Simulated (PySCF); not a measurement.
## LiB and its ions

PBE; basis Li pcseg-1, B pcseg-1; no relativity; PySCF 2.14. Neutral (UKS): triplet (σ ↑, π ↑), Re = 2.162 Å, ωe = 517 cm⁻¹, De = 1.41 eV, HOMO -3.07 eV, LUMO -2.75 eV.

LiB⁺ (UKS): doublet (σ ↑), Re = 2.486 Å, ωe = 322 cm⁻¹, De = 0.85 eV to Li⁺ + B. The energies at the minima are -32.10940 hartree for LiB and -31.88431 for LiB⁺.

(1) Work out the adiabatic ionisation energy, without and with harmonic zero-point energies (1 hartree = 27.2114 eV, 1 eV = 8065.5 cm⁻¹), and the change of the bond length.

For an ion De counts to the pair picked by the measured ionisation energies or electron affinities, which need not be the lowest pair at this level. States were picked by a PBE0 search and need not be the measured ground states.

## Answers

(1) At PBE: 0.22509 hartree = 6.125 eV between the minima; the zero-point term (322.0 − 517.0)/2 cm⁻¹ = -0.012 eV makes it 6.113 eV. Re changes by +32.4 pm against the neutral. The electron leaves a π orbital; in so polar a molecule the change of length follows mostly from the change of the ionic charges.
